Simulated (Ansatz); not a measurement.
**Exact exchange and the HOMO–LUMO gap of C5H8 (2,3-pentadiene)**

The species is C5H8 (13 atoms), meant as a singlet with charge 0. SMILES: `CC=C=CC`. The coordinates come from a PBE0-D4/def2-TZVP relaxation.

The HOMO–LUMO gap y, in eV, basis 6-31G(d); a is the functional's share of exact exchange. Programs: Ansatz 0.2.0.

| functional | program | a | y (eV) |
| --- | --- | --- | --- |
| revPBE | Ansatz | 0 | 5.79 |
| r2SCAN | Ansatz | 0 | 6.21 |
| B3LYP | Ansatz | 0.2 | 7.54 |
| PBE0 | Ansatz | 0.25 | 8.00 |
| r2SCAN0 | Ansatz | 0.25 | ? |
| BHLYP | Ansatz | 0.5 | 10.22 |

**Question.** Fit y = c + s·a to the known rows and predict r2SCAN0.

**Answer.** 
1. Means of the 5 rows: a = 0.1900, y = 7.552.
2. Σ(Δa)² = 0.172, Σ(Δa·Δy) = 1.4436, so the slope is 1.4436/0.172 = 8.393.
3. Intercept: 7.552 − (8.393) × 0.1900 = 5.957. The largest residual of the fit is 0.25.
4. r2SCAN0: 5.957 + (8.393) × 0.25 = 8.06 eV.

The run gave 8.26 eV, so the prediction is off by -0.20 eV, within the scatter of the fit. Exact exchange lowers occupied levels and raises empty ones. The rows mix families of semi-local functionals, which the line can't see.
